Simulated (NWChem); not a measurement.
# One shape, several levels: S2F2 (Thio-thionyl fluoride)

Aim: a comparison of 6 runs (HF/STO-3G, PBE0/def2-SVPD, M06-2X/def2-SVPD, SVWN5/def2-SVPD, r2SCAN/def2-SVPD, CCSD(T)/def2-SVPD) of S2F2 (Thio-thionyl fluoride). 

The calculation is run with NWChem 7.3.0.

2 further runs of the same task are left out: 2 set aside as unsound or not needed. Runs told in other sessions of the task aren't counted.

### 1 The system as given

S2F2 has 4 atoms, charge 0, and is taken as a singlet. As SMILES, `FS(F)=S`. Geometry: relaxed at PBE0-D4/def2-TZVP.

Bond lengths: F1–S2 1.606 Å, S2–F3 1.606 Å, S2–S4 1.859 Å. Angles: F1–S2–F3 92.0°, F1–S2–S4 107.9°, F3–S2–S4 107.9°.

### 2 Energy and forces at HF/STO-3G (run 1)

Input file m1.nw:

```
start m1
title "Thio-thionyl fluoride"
memory total 2200 mb

geometry units angstrom noautosym nocenter noautoz
 F      0.734930     0.336790     1.199050
 S     -0.480890    -0.090070     0.240730
 F      0.313460    -1.382440    -0.286190
 S     -0.567510     1.135710    -1.153590
end

basis spherical bse
 * library STO-3G
end

scf
 thresh 1e-08
 maxiter 80
 noprint "final vectors analysis"
end

task scf gradient
```

Run with:

```console
nwchem m1.nw > m1.out
```

Standard output:

```text
[...]
  functions       =    28
[...]
  wavefunction    = RHF
[...]
         Total SCF energy =   -982.234882088828
      One-electron energy =  -1849.336534303197
      Two-electron energy =    626.430593071307
 Nuclear repulsion energy =    240.671059143062
        Time for solution =      0.8s
[...]
                         RHF ENERGY GRADIENTS
    atom               coordinates                        gradient
                 x          y          z           x          y          z
   1 F       1.388816   0.636441   2.265876   -0.042946  -0.014448  -0.030606
   2 S      -0.908750  -0.170208   0.454914    0.069131   0.045692  -0.072491
   3 F       0.592354  -2.612433  -0.540821   -0.028982   0.042467   0.018568
   4 S      -1.072438   2.146181  -2.179969    0.002797  -0.073711   0.084530
[...]
```

Run time: 1.5 s. Hardware: 1 thread of AMD EPYC 9B14 (Zen 4), shared host; peak memory 0.099 GiB.

### 3 Energy and gradient at PBE0/def2-SVPD (run 2)

Input file f2s2.nw:

```
START f2s2
memory total 2200 mb

GEOMETRY units angstrom noautosym nocenter noautoz
   F        0.734930       0.336790       1.199050
   S       -0.480890      -0.090070       0.240730
   F        0.313460      -1.382440      -0.286190
   S       -0.567510       1.135710      -1.153590
END

BASIS "ao basis" spherical bse
   * library def2-SVPD
END

DFT
   xc pbe0
   grid fine
   convergence energy 1e-08
   maxiter 100
   mulliken
   print low
END

TASK dft gradient
```

Run with:

```console
nwchem f2s2.nw > f2s2.out
```

Standard output:

```text
[...]
 d= 0,ls=0.0,diis     1   -995.0223817829 -1.24D+03  2.05D-02  1.26D+00     1.4
[...]
 d= 0,ls=0.0,diis    11   -995.1729775855 -1.84D-10  2.65D-07  1.35D-09    12.0
         Total DFT energy =     -995.172977585474
      One electron energy =    -1855.107285338704
           Coulomb energy =      691.060282601329
    Exchange-Corr. energy =      -71.797033991161
 Nuclear repulsion energy =      240.671059143062
[...]
      Total Density - Mulliken Population Analysis
     ---------------------------------------------
    Atom       Charge   Shell Charges
 -----------   ------   -------------------------------------------------------
    1 F    9     9.35   1.99  1.15  0.80  0.02  3.31  1.97  0.11  0.01 -0.00
    2 S   16    15.14   2.00  1.98  1.39  0.28 -0.02  5.92  1.58  1.53  0.06  0.37  0.05
    3 F    9     9.35   1.99  1.15  0.80  0.02  3.31  1.97  0.11  0.01 -0.00
    4 S   16    16.16   2.00  1.99  1.29  0.59  0.01  5.93  1.80  2.32  0.14  0.06  0.02
[...]
                         DFT ENERGY GRADIENTS
    atom               coordinates                        gradient
                 x          y          z           x          y          z
   1 F       1.388816   0.636441   2.265876   -0.018237  -0.006465  -0.013591
   2 S      -0.908750  -0.170208   0.454914    0.030310  -0.001926  -0.006363
   3 F       0.592354  -2.612433  -0.540821   -0.012078   0.018636   0.008096
   4 S      -1.072438   2.146181  -2.179969    0.000004  -0.010245   0.011857
 Task  times  cpu:       15.0s     wall:       15.0s
 Total times  cpu:       15.1s     wall:       15.1s
```

Wall time 16 s (1 thread of AMD EPYC 9B14 (Zen 4), shared host); peak memory 0.12 GiB.

Runs 3 to 5 aren't shown in full; the table further down has their settings and results.

### 4 A single-point energy at CCSD(T)/def2-SVPD (run 6)

Input file a.nw:

```
START a
TITLE "F2S2 energy"
memory 2200 mb

GEOMETRY units angstroms noautosym nocenter noautoz
  F      0.734930     0.336790     1.199050
  S     -0.480890    -0.090070     0.240730
  F      0.313460    -1.382440    -0.286190
  S     -0.567510     1.135710    -1.153590
END

BASIS spherical bse
  F library def2-SVPD
  S library def2-SVPD
END

SCF
  thresh 1e-08
  maxiter 80
END

CCSD
  freeze core 12
  maxiter 60
END

TASK ccsd(t) energy
```

Run with:

```console
nwchem a.nw > a.out
```

Standard output:

```text
[...]
  functions       =   100
[...]
  wavefunction    = RHF
[...]
         Total SCF energy =   -993.458775108657
      One-electron energy =  -1854.345509353831
      Two-electron energy =    620.215675102112
 Nuclear repulsion energy =    240.671059143062
        Time for solution =     11.7s
[...]
 Total MP2 energy:           -994.144793369212266
[...]
             energy      energy      error      ampl     ampl      Block
                                                time     time      time
[...]
 Total CCSD energy:           -994.160418897333329
[...]
 Total CCSD+T(CCSD) energy:           -994.189004309562392
[...]
 Total CCSD(T) energy:                -994.186253223142785
[...]
```

It took 2.7 min on 1 thread of AMD EPYC 9B14 (Zen 4), shared host; peak memory 0.33 GiB.

### 5 All runs side by side

```
run              level  iteration cap   module  energy (Eh)  dipole moment (D) of the reference  largest force (eV/Å)  wall time
  1          HF/STO-3G             80      scf  -982.234882                                2.51                 5.769      1.5 s
  2     PBE0/def2-SVPD            100      dft  -995.172978                                   –                 1.596       16 s
  3   M06-2X/def2-SVPD            100      dft  -995.533031                                1.11                 1.271       20 s
  4    SVWN5/def2-SVPD            100      dft  -991.682915                                0.94                 2.040       13 s
  5   r2SCAN/def2-SVPD            100      dft  -995.507694                                0.91                 2.195       19 s
  6  CCSD(T)/def2-SVPD             80  ccsd(t)  -994.186253                                   –                     –    2.7 min
```

### 6 Outcome

| quantity | value |
| --- | --- |
| run 6: total energy | -994.18625 Eh |
| run 6: HOMO energy (Hartree–Fock orbitals) | -10.96 eV |
| run 6: LUMO energy (Hartree–Fock orbitals) | 1.14 eV |
| run 6: HOMO–LUMO gap (Hartree–Fock orbitals) | 12.09 eV |
| run 6: correlation energy (12 core orbitals frozen) | -727.5 mEh |
| run 6: (T) correction | -25.83 mEh |

**Reading.** Over runs 1, 3, 4, 5 the dipole moment (its size) runs from 0.91 D (r2SCAN/def2-SVPD) to 2.51 D (HF/STO-3G). The two ends differ in method and basis. Totals of different functionals can't be ranked against each other. In run 1 the basis is minimal, so the values are rough. All runs together took 3.8 min, the longest 2.7 min.
